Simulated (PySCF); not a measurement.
For zinc-blende AlP, PBE0 (GTH pseudopotentials, Gaussian basis; PySCF) gives:

| Quantity | Result |
|---|---|
| lattice constant a | 5.476 Å |
| bulk modulus B0 | 89.5 GPa |
| cohesive energy | 4.09 eV/atom |
| band gap at the measured cell | 3.05 eV |

Question: What does Hartree–Fock (PySCF, GTH pseudopotentials, Gaussian basis) give for the same quantities?

Answer: 
- lattice constant a: 5.537 Å (rises by 1.1 %)
- bulk modulus: 95.5 GPa (increases by 6.7 %)
- cohesive energy: 2.81 eV/atom (drops by 1.28 eV/atom)
- band gap at the measured cell: 8.06 eV (grows by 5.01 eV)

For comparison: lattice constant a 5.451 Å (measured, static lattice: zero-point anharmonic expansion removed; as tabulated in Mejia-Rodriguez and Trickey (2018), arXiv:1807.09216); cohesive energy 4.32 eV/atom (measured, static lattice: zero-point vibration energy added, our sources range from 4.20 to 4.32; as tabulated in Mejia-Rodriguez and Trickey (2018), arXiv:1807.09216); band gap 2.54 eV (measured, zero-point renormalisation of 0.02 eV added back here (the table's ZPR column); inputs from Chen et al. (2018), doi:10.1103/physrevmaterials.2.073803).

Changes are worked out from the printed values.

Unless a cell is named, each level is at its own relaxed cell (PBE0 20.53, Hartree–Fock 21.22 Å³/atom).

Density-functional gaps are differences of (generalised) Kohn–Sham levels.
